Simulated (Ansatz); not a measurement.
Antiferromagnetic bcc Cr, treated with rVV10 (Ansatz, an electronic-structure program, PAW).

Run with plane-wave cutoff 520 eV, 20×20×20 k mesh, Fermi–Dirac smearing 0.05 eV, spin-polarised with opposed moments, scalar-relativistic PAW data made under PBE.

Cell (relaxed at this level):

```yaml
crystal:
  lattice:
    - [2.87067, 0.00000, 0.00000]
    - [0.00000, 2.87067, 0.00000]
    - [0.00000, 0.00000, 2.87067]
  atoms:
    - { symbol: Cr, position: [0.00000, 0.00000, 0.00000], spin: 1.5 }
    - { symbol: Cr, position: [0.50000, 0.50000, 0.50000], spin: -1.5 }
```

Problem. What does this level give for the bulk modulus B0 and magnetic moment (largest site, within a sphere)?

Solution. 
- bulk modulus B0 = 202 GPa
- magnetic moment (largest site, within a sphere) = 0.76 μB

The run finds no gap.

Measured, for comparison: bulk modulus 194 GPa (corrected for temperature and zero-point phonon effects, our sources range from 174 to 205; as tabulated in Levämäki et al. (2014), arXiv:1402.3671). Computed (rounded) less measured: bulk modulus not scored (sources differ).

Note: the commensurate order stands in for chromium's spin-density wave, and the size of the moments varies much between levels; the collinear magnetic order is the start's and need not be the measured one.

Spins in the cell block are starting values.

Moments are spin moments.

The computed numbers hold no vibrational or temperature effects.
